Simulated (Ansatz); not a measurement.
HgS (P3₂21, No. 154), treated with PBEsol (Ansatz, a quantum-chemistry and plane-wave program, plane waves, PAW).

Numerical settings: plane-wave cutoff 520 eV, 12×12×4 k mesh (along the axes of the cell as run), Fermi–Dirac smearing 0.01 eV, scalar-relativistic PAW data made under PBE.

Shape and atoms are relaxed at each volume.

The direct gap at Γ against volume; x = 100 ln(V/23.263 Å³). One gap is withheld.

```json
[
 {"V (Å³/atom)": "22.332", "x": "-4.08", "gap (eV)": "1.099"},
 {"V (Å³/atom)": "22.798", "x": "-2.02", "gap (eV)": "1.179"},
 {"V (Å³/atom)": "23.263", "x": "0.00", "gap (eV)": "1.263"},
 {"V (Å³/atom)": "23.728", "x": "1.98", "gap (eV)": "1.348"},
 {"V (Å³/atom)": "24.193", "x": "3.92", "gap (eV)": "?"}
]
```

### Question
Fit a straight line to the rows shown, give the volume deformation potential and predict the withheld gap.

### Answer
Means of the 4 rows: x̄ = -1.030, ȳ = 1.2223 eV. Σ(x − x̄)(y − ȳ) = 0.8392 and Σ(x − x̄)² = 20.404, so the slope is 0.0411 eV per unit of x, and dE_g/d ln V = 4.1 eV. At x = 3.92: 1.2223 + (0.0411) × (3.92 − (-1.030)) = 1.426 eV. The run gives 1.432 eV, 0.006 eV above the line, as the curve bends the same way over all rows.

Spin–orbit coupling is not included.
